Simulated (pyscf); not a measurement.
Single points on ωB97X-D3(BJ)/def2-SVP structures (PySCF, gas phase).

**Question.** What is the homolytic dissociation enthalpy (298 K, ωB97M-D3(BJ)/def2-TZVP) of the F–Ru bond of O=RuH(=O)(=O)–F, to [O=RuH(=O)=O]• + F•?

**Answer.** F–Ru to [O=RuH(=O)=O]• + F•: 128.3 kJ/mol. The 7 functionals that were run give +106.2 (M06-2X) to +241.6 kJ/mol (PBE). The radicals are drawn with the spin at the cut bond; how far it spreads was not checked. O=RuH(=O)(=O)–F lies 333.8 kJ/mol over its isomer O=Ru(=O)(OH)–F [singlet] (electronic energy, ωB97M-D3(BJ)/def2-TZVP). Other isomers of [O=RuH(=O)=O]• were not searched in full and may lie lower. Left out: the spin-orbit lowering of F. Open-shell species with a d-block atom are single-reference here; other states, and whether the spin sits on metal or ligand, were not checked. Elements past Kr carry the def2 core potentials, without spin-orbit coupling.
